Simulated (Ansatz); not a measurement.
Molecule: CH2O, net charge 1, doublet state. 
Geometry from a B3LYP-D3(BJ)/def2-TZVP (Ansatz, a program for electronic structure) optimisation:
```
C
O 1 1.1868
H 1 1.1200 2 120.20
H 1 1.1200 3 119.60 2 -180.00
```
Charge +1, spin multiplicity 2.

Basis-set convergence of Hartree-Fock and CCSD correlation energies (hartree) with Ansatz. Cores are frozen in the correlated levels unless marked. Open shells are spin-unrestricted. No spin-orbit coupling. Non-relativistic.

```csv
basis,functions,E(HF),"E(corr, CCSD)"
cc-pVDZ,38,-113.53308,-0.29302
cc-pVTZ,88,-113.56586,-0.35714
cc-pVQZ,170,-113.57412,-0.37847
```

Extrapolating the two largest sets (X = 3 and 4) as X^-3: E(corr) = (64·(-0.37847) - 27·(-0.35714))/37 = -0.3940 Eh, an estimate of the basis-set limit. The largest set recovers 96.0 % of it, the smallest 74.4 %.
